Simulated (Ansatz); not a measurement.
# SiPH2 (sextet): the correlation ladder, def2-QZVPP

An exercise on one series of results from a longer session: the logs are not shown, and one member is left open.

Computed with Ansatz 0.2.0, Gaussian basis. Level: def2-QZVPP, core rule «outside noble gas», up to 10 orbitals frozen.

The runs, in order: UHF; ROHF; CCSD(T) on UHF.

### The geometry

The geometry is a PBE0/def2-TZVP stationary point (not a proven minimum) of the parent state, kept for this charge and spin.

4 atoms, charge 0, spin multiplicity 6.

Atoms are counted from 1 here; the program's logs count them from 0.

Bond lengths: Si1–P2 2.275 Å, Si1–H3 1.499 Å, P2–H4 1.427 Å. Angles: P2–Si1–H3 115.3°, Si1–P2–H4 96.5°.

The first run:

Contents of in.yaml:

```yaml
crystal:
  periodic: [false, false, false]
  atoms:
    - {symbol: Si, position_ang: [-0.059994, -0.083342, 1.179230]}
    - {symbol: P, position_ang: [0.000332, 0.090462, -1.088224]}
    - {symbol: H, position_ang: [0.995175, 0.691262, 1.910267]}
    - {symbol: H, position_ang: [0.666308, -1.148881, -1.327757]}
basis:
  gaussian: {orbitals: "def2-QZVPP.json"}
magnetization: {spin_polarized: true, initial_magnetization: 5}
hamiltonian: {xc: hf}
output: {orbitals: {seedname: orbitals}}
```

Launch:

```bash
ansatz run in.yaml --threads 1 --pin off --events-out ev --progress --plain --max-ram 2393MiB
```

Among the steps run: UHF; ROHF; CCSD(T) on UHF.

One of the session's tables, all rows but one given; the rest of the session is left out.

It belongs to the step «Misses and costs». 

```
  method  from UCCSD(T) (meV)
    ROHF              +7053.6
     UHF              +6881.9
    UMP2              +1335.1
   UCCSD                    ?
UCCSD(T)                    0
```

Estimate the missing values for UCCSD.

As computed: from UCCSD(T) (meV): +332.7. In the column «from UCCSD(T) (meV)» it lies between UCCSD(T) (0) and UMP2 (+1335.1).
